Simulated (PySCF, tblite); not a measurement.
How well do the runs reproduce experiment for difluoromethane?

**The experiment to reproduce.**

From NIST CCCBDB Release 22 (SRD 101), experimental dipoles, for the gas: dipole moment (microwave Stark effect) 1.97 D.

NIST CCCBDB Release 22 (SRD 101), experimental polarizabilities lists, for the gas: mean polarisability 2.761 Å³.

From CRC Handbook of Chemistry and Physics, for the gas at 298.15 K: standard entropy 246.7 J/(mol K).

From Chong, Molecules 2021, 26, 1947 (electron spectra of vapor-phase indole and four azaindoles), for the gas: F 1s binding energy of F1/F3 693.65 eV.

The results are set against them at the end.

Species: difluoromethane, CH₂F₂.
Atom-mapped SMILES: `[F:1][CH2:2][F:3]` (hydrogens: H4, H5 on C2)

Cartesian coordinates in Å at the GFN2-xTB level; atoms count from 1:
```
atom  x, y, z in Å
F1    -1.0618    0.7495   -0.0673
C2    -0.0007   -0.0729   -0.0014
F3     1.1126    0.6798    0.0213
H4    -0.0572   -0.6504    0.9316
H5     0.0157   -0.7031   -0.9013
```

The PySCF runs (gas phase, on this GFN2-xTB geometry; non-relativistic but for the core-level run):

```tsv
level	job	basis functions
PBE0/pcSseg-1	spin–spin couplings from 5 perturbed nuclei	61
BHandHLYP/pcJ-1, start guess sap	shieldings	101
PBE0/aug-pcSseg-1, start guess sap	shieldings, charges and field gradients	96
B3LYP/def2-SVPD	8 singlets by full TDDFT, 3 Tamm–Dancoff triplets, polarisability	82
PBE0/def2-SVPD, damping 0.2 at the start, DIIS from the seventh cycle	12 singlets by full TDDFT, polarisability	82
B3LYP/pcJ-1	spin–spin couplings from 5 perturbed nuclei	101
wB97X/IGLO-II, damping 0.2 at the start, DIIS from the seventh cycle	spin–spin couplings from 5 perturbed nuclei	78
delta-SCF UKS SCAN, pcX-2 on the ionised atom, pcseg-1 elsewhere, spin-free X2C	ΔSCF core ionisation, 2 holes	83
```

GFN2-xTB wavenumbers (cm⁻¹, harmonic, unscaled, at the method's own geometry): 479, 1061, 1063, 1075, 1204, 1307, 1406, 2922, 2924. Point group C2v, symmetry number 2. Entropy at 298.15 K and 1 bar in J/(mol K): translation 158.1, rotation 84.9, vibration 4.2.

**Comparison with experiment**

**Dipole moment.** Measured: 1.97 D (NIST CCCBDB Release 22 (SRD 101), experimental dipoles).

| level | computed (D) | computed − measured (D) | % (from the printed values) |
| --- | --- | --- | --- |
| PBE0/pcSseg-1 | 1.95 | -0.02 | -1 |
| BHandHLYP/pcJ-1 | 2.10 | +0.13 | +7 |
| PBE0/aug-pcSseg-1 | 1.88 | -0.09 | -5 |
| B3LYP/def2-SVPD | 1.93 | -0.04 | -2 |
| PBE0/def2-SVPD | 1.92 | -0.05 | -3 |
| B3LYP/pcJ-1 | 1.94 | -0.03 | -2 |
| wB97X/IGLO-II | 1.95 | -0.02 | -1 |

The computed dipoles belong to one fixed geometry; measured ones are averaged over vibrations unless marked μe. Magnitudes are compared, not signs.

**Mean polarisability.** Measured: 2.761 Å³ (NIST CCCBDB Release 22 (SRD 101), experimental polarizabilities).

```
          level  computed (Å³)  computed − measured (Å³)  % (from the printed values)
B3LYP/def2-SVPD          2.608                    -0.153                           -6
 PBE0/def2-SVPD          2.571                    -0.190                           -7
```

Closest is B3LYP/def2-SVPD (-0.153 Å³), furthest PBE0/def2-SVPD (-0.190 Å³); one molecule doesn't rank methods. The computed values are static and purely electronic, with core orbitals frozen in the response (1 au = 0.148185 Å³). The table of measured values doesn't say here whether a value is static or optical, or holds a vibrational part.

**Standard entropy at 298.15 K.** Measured: 246.7 J/(mol K) (298.15 K; CRC Handbook of Chemistry and Physics).

```csv
level,computed (J/(mol K)),computed − measured (J/(mol K)),% (from the printed values)
"GFN2-xTB, rigid rotor and harmonic oscillator",247.3,+0.6,0
```

Ideal gas at 1 bar, most abundant isotopes; table values of this kind come from calorimetry or from spectroscopic constants.

**Core binding energies.** Delta-SCF UKS SCAN, pcX-2 on the ionised atom, pcseg-1 elsewhere, spin-free X2C in PySCF 2.14.0.

```
level and atom  computed (eV)  measured (eV)  computed − measured (eV)
   F 1s, F1/F3         693.69         693.65                     +0.04
```

Sources, in the order of the opening: Chong, Molecules 2021, 26, 1947 (electron spectra of vapor-phase indole and four azaindoles). The computed values are vertical, without vibrational structure; measured positions hang on the energy calibration. The first atom of each set that the bonding makes equivalent was ionised and stands for the set.

The geometry is computed, not the measured one. Where a level misses, the cause wasn't examined.
